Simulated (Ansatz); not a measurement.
# P2H2 (quintet): from Hartree-Fock to the top rungs, cc-pVDZ

Aim: climb from Hartree-Fock through coupled cluster and multireference methods for P2H2 (quintet) at one geometry and basis, and see what each rung misses.

Program: Ansatz 0.2.0, Gaussian basis. Level of theory: cc-pVDZ, core rule «outside noble gas», up to 10 orbitals frozen. These are calculated values, not measurements.

Plan: UHF; CCSD(T) on ROHF; CCSD(T) on UHF; BCCD(T) on ROHF; CISD; CCSDT(Q) on ROHF; CCSDT(Q) on UHF; CASSCF and MRCISD+Q, 12 electrons in 10 orbitals; CASSCF and NEVPT2, 12 electrons in 10 orbitals.

30 further runs of the same task are left out: 9 that didn't finish, 21 set aside as unsound or not needed.

**1. The geometry**

The geometry is a PBE0/def2-TZVP stationary point (not a proven minimum) of the parent state, kept for this charge and spin.

4 atoms, charge 0, spin multiplicity 5.

Atoms are counted from 1 here; the program's logs count them from 0.

Bond lengths: P1–P2 2.159 Å, P1–H3 1.428 Å, P2–H4 1.428 Å. Angles: P2–P1–H3 95.2°, P1–P2–H4 95.2°.

**2. UHF**

The input, in.yaml:

```yaml
crystal:
  periodic: [false, false, false]
  atoms:
    - {symbol: P, position_ang: [-0.031349, -0.073548, 1.077042]}
    - {symbol: P, position_ang: [-0.031350, 0.073548, -1.077042]}
    - {symbol: H, position_ang: [0.963360, 0.931093, 1.276164]}
    - {symbol: H, position_ang: [0.963376, -0.931077, -1.276164]}
basis:
  gaussian: {orbitals: cc-pVDZ}
magnetization: {spin_polarized: true, initial_magnetization: 4}
hamiltonian: {xc: hf}
output: {orbitals: {seedname: orbitals}}
```

Command:

```bash
$ ansatz run in.yaml --threads 1 --pin off --events-out ev --progress --plain --max-ram 2393MiB
```

Further steps of the session: CCSD(T) on ROHF; CCSD(T) on UHF; BCCD(T) on ROHF; CISD; CCSDT(Q) on ROHF; CCSDT(Q) on UHF; CASSCF and MRCISD+Q, 12 electrons in 10 orbitals; CASSCF and NEVPT2, 12 electrons in 10 orbitals.

**Question.** What will the summary of the whole plan be? Wanted: UCCSDT(Q) below the RHF energy; RMP2 from UCCSDT(Q); UMP2 from UCCSDT(Q); RCCSD from UCCSDT(Q); RCCSD(T) from UCCSDT(Q); UCCSD(T) from UCCSDT(Q); RCCSDT(Q) from UCCSDT(Q); NEVPT2 valence from UCCSDT(Q); MRCISD+Q valence from UCCSDT(Q).

**Answer**, as computed:

```
                         quantity                                        value
   UCCSDT(Q) below the RHF energy                                   -6.6942 eV
              RMP2 from UCCSDT(Q)                                  +1292.2 meV
              UMP2 from UCCSDT(Q)                                  +1333.8 meV
             RCCSD from UCCSDT(Q)                                   +252.8 meV
          RCCSD(T) from UCCSDT(Q)                                    +54.1 meV
          UCCSD(T) from UCCSDT(Q)                                    +54.6 meV
         RCCSDT(Q) from UCCSDT(Q)                                     +0.6 meV
    NEVPT2 valence from UCCSDT(Q)                                  +1247.5 meV
  MRCISD+Q valence from UCCSDT(Q)                                    +23.1 meV
levels within 1 kcal/mol (43 meV)  RCCSDT, UCCSDT, RCCSDT(Q), MRCISD+Q valence
                    T1 diagnostic                                        0.022
   effectively unpaired electrons                                         4.02
```

**Reading.** RCCSD(T) lands +54.1 meV from the yardstick (0.8 % of the correlation energy). One determinant dominates. Of the multireference levels listed MRCISD+Q valence comes nearest in total energy (+23.1 meV), which doesn't show that its space is the better one. These misses are within one basis, not against nature; the frozen cores of restricted and unrestricted runs differ, which can shift their rows.
